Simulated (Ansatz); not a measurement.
Worked example: correlation energy of GeH$_{4}$⁺, quartet

Geometry: that of the GeH4⁺, doublet, kept fixed. The doublet lies 6.6 eV lower here.

```xyz
5

Ge    0.0000    0.0000    0.0000
H     0.5613    1.0339    1.0326
H    -0.5699   -1.0297    1.0321
H    -0.5592    1.0308   -1.0368
H     0.5678   -1.0351   -1.0279
```

Basis cc-pVDZ; Ansatz 0.2.0. Only valence electrons are correlated (noble-gas cores and the filled d shells of p-block atoms frozen), which leaves 7 electrons in 33 orbitals. R marks a restricted (for open shells ROHF) determinant. No spin–orbit coupling is included, and no scalar relativity.

Full CI is exact within this basis and frozen core; it isn't the basis-set limit.

Runs differ by some tens of microhartree through their thresholds and, for an open shell, their frozen cores, so steps under 0.03 kcal/mol mean nothing.

```csv
level,total energy (hartree)
RHF,-2077.015156
RMP2,-2077.091786
RCCSD,-2077.117113
RCCSD(T),-2077.119617
RCCSDT,-2077.120484
RCCSDT(Q),-2077.120575
RCCSDTQ,-2077.120604
full CI,-2077.120571
```

Q: What is the correlation energy at full CI, and what share of it do RMP2 and RCCSDT recover?

A: E(corr) = -2077.120571 − (-2077.015156) = -0.105415 hartree = -2.868 eV. RMP2: -0.076630 / -0.105415 = 72.69 %. RCCSDT: -0.105328 / -0.105415 = 99.92 %.

Q: By how many kcal/mol does RCCSD(T) miss full CI (1 hartree = 627.509 kcal/mol), and which steps make up the rest?

A: -2077.119617 − (-2077.120571) = 0.000954 hartree = 0.60 kcal/mol. Steps: RCCSDT − RCCSD(T) = -0.54, RCCSDT(Q) − RCCSDT = -0.06, RCCSDTQ − RCCSDT(Q) = -0.02, full CI − RCCSDTQ = 0.02 kcal/mol. That is within 1 kcal/mol of the reference in this basis, which itself misses far more of the correlation at the basis-set limit.
